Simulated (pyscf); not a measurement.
H₃C–CH₂–AlH₂ → H₂C=CH–AlH₂ + hydrogen (H₂), gas phase, singlet surface. Optimised with ωB97X-D3(BJ)/def2-SVP in PySCF. ΔG in kcal/mol from ωB97M-D3(BJ)/def2-TZVP energies (ideal gas, 1 atm, RRHO with modes under 100 cm⁻¹ raised to 100, one conformer, R ln 2 for chiral ones without a mode under 150 cm⁻¹).

```csv
T (K),ΔG
298,+20.7
600,?
900,+3.1
1200,-5.8
```

Question: Fit a line to the three values, predict ΔG at 600 K, and estimate where the reaction turns favourable at 1 atm of each gas.

Answer: Least squares gives ΔG = +29.5 − 29.4 × T/1000 K, so ΔS is about +123 J/(mol K) and ΔH about +29.5 kcal/mol over this range (ΔH at 298 K: +28.8). At 600 K the line gives +11.9; the computed value is +12.1. ΔG = 0 falls near 1000 K; 1 kcal/mol in the energy moves that by 34 K. This is thermodynamics alone and says nothing of the barrier.
